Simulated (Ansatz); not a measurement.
C3H6FNO can be A, `CC(N)(F)C=O`, or B, `NC/C(O)=C\F`.

Gas-phase electronic energies from Ansatz, PBE0-D4/def2-TZVP geometries. CBS: MP2 limit from def2 TZ/QZ plus the TZ coupled-cluster correction, frozen cores. DFT in def2-TZVPP. B3LYP here is the variant with VWN-RPA as its local correlation; programs differ in this. Each species was taken in one conformer, which may not be the lowest.

Q: Which isomer does CCSD(T)/CBS put lower? Give the gap. (Estimate.)

A: Computed: A, by 68.5 kJ/mol.

Q: Give E(B) − E(A) in kJ/mol with B3LYP-D4, PBE-D4, CCSD/def2-TZVPP, MP2/def2-TZVPP, r2SCAN-D4, CCSD(T)/def2-TZVPP, ωB97M-V. (An estimate is asked.)

A: Ansatz gave: B3LYP-D4 64.6, PBE-D4 58.1, CCSD/def2-TZVPP 72.9, MP2/def2-TZVPP 74.0, r2SCAN-D4 67.5, CCSD(T)/def2-TZVPP 71.5, ωB97M-V 68.7. None reverses the order clearly.

Largest T1 diagnostic: 0.013.

In def2-TZVPP, CCSD(T) changes the Hartree–Fock value by −14.1 kJ/mol (the triples alone add −1.4 kJ/mol) and MP2 by −11.6 kJ/mol.
